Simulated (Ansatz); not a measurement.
# C4H4F2: the cost of one run

Program: Ansatz 0.2.0, Gaussian basis. Level of theory: the settings change from run to run. These are calculated values, not measurements.

## Step 1: The molecule

An earlier PBE0-D4 in a triple-zeta def2 set relaxation fixed the geometry.

10 atoms, charge 0, spin multiplicity 1.

Atoms are counted from 1 here; the program's logs count them from 0.

Bond lengths: C1–C2 1.327 Å, C1–H7 1.080 Å, C1–H8 1.081 Å, C2–F3 1.345 Å, C2–C4 1.444 Å, C4–C5 1.326 Å, C4–H9 1.083 Å, C5–F6 1.331 Å, C5–H10 1.083 Å. Angles: C2–C1–H7 119.8°, C2–C1–H8 120.9°, H7–C1–H8 119.3°, C1–C2–F3 119.3°, C1–C2–C4 126.7°, F3–C2–C4 114.0°, C2–C4–C5 122.8°, C2–C4–H9 117.5°, C5–C4–H9 119.8°, C4–C5–F6 121.3°, C4–C5–H10 125.6°, F6–C5–H10 113.1°.

## Step 2: r2SCAN/x2c-TZVPPall

Contents of in.yaml:

```yaml
crystal:
  periodic: [false, false, false]
  atoms:
    - {symbol: C, position_ang: [0.239977, -1.812289, 0.472669]}
    - {symbol: C, position_ang: [-0.295397, -0.655185, 0.105138]}
    - {symbol: F, position_ang: [-1.617639, -0.586964, -0.132918]}
    - {symbol: C, position_ang: [0.398944, 0.597194, -0.078877]}
    - {symbol: C, position_ang: [-0.216938, 1.711863, -0.449292]}
    - {symbol: F, position_ang: [0.452961, 2.850683, -0.610086]}
    - {symbol: H, position_ang: [1.301014, -1.876139, 0.666114]}
    - {symbol: H, position_ang: [-0.371230, -2.697077, 0.582425]}
    - {symbol: H, position_ang: [1.467574, 0.606653, 0.097923]}
    - {symbol: H, position_ang: [-1.276166, 1.809960, -0.650396]}
basis:
  gaussian: {orbitals: x2c-TZVPPall}
hamiltonian: {xc: {name: r2SCAN}}
```

Run with:

```
ansatz run in.yaml --threads 4 --pin off --events-out ev --progress --plain --max-ram 10444MiB
```

What time and memory should one allow on 4 threads of Arm Neoverse V1, shared host?

About 4.1 s, with a peak of 0.3 GiB.
